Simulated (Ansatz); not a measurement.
Rutile TiO2, treated with r²SCAN+rVV10 in Ansatz (plane waves, PAW).

Numerical settings: plane-wave cutoff 500 eV, 10×10×14 k mesh (along the axes of the cell as run), Fermi–Dirac smearing 0.05 eV, no spin polarisation, scalar-relativistic PAW data made under PBE.

Cell (relaxed at this level):

```yaml
crystal:
  lattice:
    - [4.58420, 0.00000, 0.00000]
    - [0.00000, 4.58420, 0.00000]
    - [0.00000, 0.00000, 2.95121]
  atoms:
    - { symbol: Ti, position: [0.50000, 0.50000, 0.00000] }
    - { symbol: Ti, position: [0.00000, 0.00000, 0.50000] }
    - { symbol: O, position: [0.69570, 0.69570, 0.50000] }
    - { symbol: O, position: [0.30430, 0.30430, 0.50000] }
    - { symbol: O, position: [0.80430, 0.19570, 0.00000] }
    - { symbol: O, position: [0.19570, 0.80430, 0.00000] }
```

**Question.** Give the computed band gap.

**Answer.** 
band gap: 2.22 eV (on the SCF k mesh)

Computed values are for the static lattice.

The result took roughly 3 core-minutes.

Ansatz is a first-principles code.
